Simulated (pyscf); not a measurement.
`[PH2][InH2]` → `[PH2][In]` [singlet] + `[H][H]`, a 1,1-elimination (singlet surface; H–In, H–In broken, H–H formed). Single points on ωB97X-D3(BJ)/def2-SVP structures (PySCF, gas phase). Energies in kJ/mol from the reactant's lowest minimum found.

GFN2-xTB: tblite. 

Problem. In single points GFN2-xTB puts the saddle at 138.1 kJ/mol and the reaction energy at -25.1 kJ/mol. Should these be trusted to within a few kcal/mol? Compare with ωB97M-D3(BJ)/def2-TZVP.

Solution. ωB97M-D3(BJ)/def2-TZVP gives ΔE‡ = 234.6 kJ/mol and ΔE = -0.5 kJ/mol. GFN2-xTB lies 96.4 kJ/mol under it in the barrier and 24.6 kJ/mol under it in the reaction energy, so on this step it does not hold to within 12.6 kJ/mol. ωB97M-D3(BJ)/def2-TZVP has limits of its own. One saddle was located; it need not be the lowest between these sides. In the def2 sets elements past Kr carry core potentials, without spin-orbit coupling.
